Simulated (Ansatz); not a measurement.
# CH4AlSi+ (SMILES [CH2]1[AlH][SiH+]1): one structure at several levels

One table from this session's results is given with a row withheld; the runs are named, their logs left out.

The runs use Ansatz 0.2.0, Gaussian basis; single points in def2-TZVPP.

Correlated methods freeze the cores.

## Where the work starts

SMILES `[CH2]1[AlH][SiH+]1`, 7 atoms, charge 1, spin multiplicity 1.

Atoms are counted from 1 here; the program's logs count them from 0.

Bond lengths: C1–Al2 1.866 Å, C1–Si3 1.974 Å, C1–H4 1.111 Å, C1–H5 1.089 Å, Al2–Si3 2.511 Å, Al2–H6 1.689 Å, Si3–H7 1.470 Å. Angles: Al2–C1–Si3 81.6°, Al2–C1–H4 127.4°, Al2–C1–H5 113.2°, Si3–C1–H4 117.7°, Si3–C1–H5 123.1°, H4–C1–H5 96.6°, C1–Al2–Si3 51.1°, C1–Al2–H6 158.3°, Si3–Al2–H6 150.6°, C1–Si3–Al2 47.3°, C1–Si3–H7 112.1°, Al2–Si3–H7 158.9°.

Coordinates:

```xyz
7
charge 1, multiplicity 1
C    -0.5328   -0.0642   -0.4282
Al   -0.1344    0.8971    1.1211
Si    1.1877   -0.9265    0.0115
H    -1.4099   -0.7232   -0.6066
H    -0.6734    0.5698   -1.3019
H    -0.3365    2.0185    2.3682
H     1.6155   -1.8699   -1.0319
```

The first run:

run/in.yaml

```yaml
crystal:
  periodic: [false, false, false]
  atoms:
    - {symbol: C, position_ang: [-0.532800, -0.064200, -0.428200]}
    - {symbol: Al, position_ang: [-0.134400, 0.897100, 1.121100]}
    - {symbol: Si, position_ang: [1.187700, -0.926500, 0.011500]}
    - {symbol: H, position_ang: [-1.409900, -0.723200, -0.606600]}
    - {symbol: H, position_ang: [-0.673400, 0.569800, -1.301900]}
    - {symbol: H, position_ang: [-0.336500, 2.018500, 2.368200]}
    - {symbol: H, position_ang: [1.615500, -1.869900, -1.031900]}
basis:
  gaussian: {orbitals: def2-TZVPP}
total_charge: 1
correlation: {method: ccsd_t}
output: {forces: true}
```

No record of the launch command was kept for these runs.

Among the steps run: CCSD(T)/def2-TZVPP; PBE0-D4/def2-TZVPP; wB97M-V/def2-TZVPP; r2SCAN-D4/def2-TZVPP; PBE-D4/def2-TZVPP; LC-wPBE/def2-TZVPP; CAM-B3LYP-D4/def2-TZVPP.

One table of the session follows, with a row left open; its other results are not shown here.

| method | RMS force component (eV/Å) | angle to CCSD(T) forces (°) |
| --- | --- | --- |
| CCSD(T) | 0.814 | reference |
| PBE0-D4 | 0.786 | 9.3 |
| wB97M-V | 0.811 | 6.6 |
| r2SCAN-D4 | 0.774 | 10.5 |
| PBE-D4 | 0.767 | 14.0 |
| LC-wPBE | 0.811 | 12.5 |
| CAM-B3LYP-D4 | ? | ? |

**Question.** Estimate the row for CAM-B3LYP-D4.

The run gave: RMS force component (eV/Å): 0.793; angle to CCSD(T) forces (°): 8.0. In the column «RMS force component (eV/Å)» it lies between PBE0-D4 (0.786) and wB97M-V (0.811).
